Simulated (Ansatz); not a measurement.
**CH5NO2: basis-set convergence**

One table from this session's results is given with a row withheld; the runs are named, their logs left out.

Program: Ansatz 0.2.0, Gaussian basis. Level of theory: one geometry, several basis sets. These are calculated values, not measurements.

The runs, in order: PBE0-D4/def2-SVP; ωB97M-V/def2-SVP; PBE0-D4/def2-QZVPP; ωB97M-V/def2-QZVPP; the functionals' def2-TZVPP values are taken from earlier runs.

## The geometry

The geometry comes from an earlier relaxation with PBE0-D4 in a triple-zeta def2 set; it is a stationary point, not always the lowest conformer.

SMILES `NC(O)O`, 9 atoms, charge 0, spin multiplicity 1.

Atoms are counted from 1 here; the program's logs count them from 0.

Bond lengths: N1–C2 1.431 Å, N1–H5 1.011 Å, N1–H6 1.011 Å, C2–O3 1.398 Å, C2–O4 1.390 Å, C2–H7 1.101 Å, O3–H8 0.961 Å, O4–H9 0.966 Å. Angles: C2–N1–H5 110.6°, C2–N1–H6 110.7°, H5–N1–H6 109.4°, N1–C2–O3 105.1°, N1–C2–O4 110.0°, N1–C2–H7 114.9°, O3–C2–O4 112.8°, O3–C2–H7 110.0°, O4–C2–H7 104.3°, C2–O3–H8 107.2°, C2–O4–H9 105.7°.

As a file:

```xyz
9

N    -0.39037    0.99768   -0.46151
C     0.29101   -0.14190    0.07316
O    -0.17700   -1.22845   -0.67243
O     0.01956   -0.26366    1.43126
H    -0.38722    0.97250   -1.47246
H     0.04421    1.85411   -0.14616
H     1.38992   -0.09329    0.01914
H     0.23054   -2.01940   -0.30923
H    -0.93204   -0.12390    1.52115
```

Set-up of the first run:

Contents of in.yaml:

```yaml
crystal:
  periodic: [false, false, false]
  atoms:
    - {symbol: N, position_ang: [-0.390370, 0.997679, -0.461514]}
    - {symbol: C, position_ang: [0.291012, -0.141897, 0.073161]}
    - {symbol: O, position_ang: [-0.177004, -1.228450, -0.672434]}
    - {symbol: O, position_ang: [0.019562, -0.263663, 1.431256]}
    - {symbol: H, position_ang: [-0.387225, 0.972503, -1.472461]}
    - {symbol: H, position_ang: [0.044207, 1.854115, -0.146162]}
    - {symbol: H, position_ang: [1.389918, -0.093287, 0.019138]}
    - {symbol: H, position_ang: [0.230542, -2.019401, -0.309235]}
    - {symbol: H, position_ang: [-0.932043, -0.123897, 1.521151]}
basis:
  gaussian: {orbitals: def2-SVP}
hamiltonian: {xc: pbe0, dispersion: d4}
output: {orbitals: {seedname: orbitals}}
```

On the command line:

```bash
ansatz run in.yaml --threads 2 --pin off --events-out ev --progress --plain --max-ram 4352MiB
```

Among the steps run: PBE0-D4 in def2-SVP; ωB97M-V in def2-SVP; PBE0-D4 in def2-QZVPP; ωB97M-V in def2-QZVPP.

One of the session's tables, all rows but one given; the rest of the session is left out.

It belongs to the step «Density functionals: the series». 

```
functional       basis  HOMO (eV)  LUMO (eV)
   PBE0-D4    def2-SVP          ?          ?
   PBE0-D4  def2-TZVPP      -7.58       1.07
   PBE0-D4  def2-QZVPP      -7.65       0.59
   ωB97M-V    def2-SVP      -9.68       3.45
   ωB97M-V  def2-TZVPP     -10.01       2.46
   ωB97M-V  def2-QZVPP     -10.08       1.76
```

**Question.** Estimate the row for PBE0-D4, def2-SVP.

As computed: HOMO (eV): -7.25; LUMO (eV): 1.83. In the column «HOMO (eV)» it is the highest.
